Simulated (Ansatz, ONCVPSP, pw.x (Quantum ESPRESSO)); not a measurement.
**germanium (Ge): one change to the ONCV potential, in the atom and in the diamond crystal**

- Element: Ge (Z = 32)
- Generator: ONCVPSP 4.0.1.1 (patched build)
- Type: optimised norm-conserving Vanderbilt (ONCV)
- Functional: LDA (Perdew-Wang 92)
- Relativity: scalar-relativistic
- Frozen core: [Ar] 3d10
- Valence charge: 4
- Reference configuration: 4s1.5 4p2.5
- Partial waves: 4s: rc 1.85 bohr, ncon 4, nbas 7, qcut 4.3 1/bohr, local; 4p: rc 2.25 bohr, ncon 4, nbas 8, qcut 3.9 1/bohr, 1 projector; d scattering state at 0.03 Ha: rc 2.25 bohr, ncon 5, nbas 9, qcut 4.6 1/bohr, 2 projectors, debl 3.7 Ha
- Local potential: the s channel
- Core correction: Teter function, fcfact 4.5, rcfact 1.25

Change: core correction Teter function, fcfact 4.5, rcfact 1.04.

Cutoffs, loose and tight: the cutoffs (Ha) at which the residual kinetic energy of the hardest occupied pseudo-wave falls to 1 and 0.1 mHa per electron. They do not see the model core or the augmentation charge, which bear on the density cutoff. Test errors are all-electron minus pseudo excitation energies from the reference, over the configurations 4s2 4p2; 4s2 4p1; 4s2 4p0; 4s0 4p4; variants that change the core or the reference have their own tests.

Crystal test: diamond Ge in pw.x 7.5, no spin, 8³ k-points, Fermi–Dirac smearing 0.01 Ry, cutoffs set for each file from its atomic test. The reference is all-electron LAPW (Ansatz 0.2.0) with the same functional, mesh and smearing; V0 and B0 come from Birch–Murnaghan fits to the pressures at five volumes. Errors are pseudo minus all-electron; Δ is the rms difference of the E(V) curves that follow from these fits, minima aligned, over ±6 % about the mean V0. Mesh and smearing are coarse, so the numbers serve the comparison and aren't converged zero-temperature values; the lattice is a test structure that the element need not adopt.

All-electron: a0 = 5.625 Å (V0 = 22.24 Å³/atom), B0 = 69.8 GPa.

Q: Does the change bring the crystal closer to the all-electron result?

A: The mean pressure error goes from -0.69 to -1.34 GPa, so the change moves the solid further from the all-electron pressures.

| quantity | base | changed |
| --- | --- | --- |
| outcome (atom) | generated | generated |
| cutoff, loose (atom) | 8.6 Ha | 8.6 Ha |
| cutoff, tight (atom) | 25 Ha | 25 Ha |
| bound ghosts (atom) | none | none |
| largest test error (meV) (atom) | -4.8 | +18 |
| cutoffs in pw.x (Ry) | 60/240 | 60/240 |
| a0 (Å) | 5.606 | 5.589 |
| a0 error (%) | -0.33 | -0.64 |
| B0 error (%) | +3.3 | +4.3 |
| Δ (meV/atom) | 3.4 | 6.6 |
| mean pressure error (GPa) | -0.69 | -1.34 |

Base: The cutoffs count occupied waves only; projector 2 of the d channel, the hardest unoccupied one, needs 74 Ha at the loose tolerance. Changed file: This is a poor potential for the solid. The cutoffs count occupied waves only; projector 2 of the d channel, the hardest unoccupied one, needs 74 Ha at the loose tolerance.
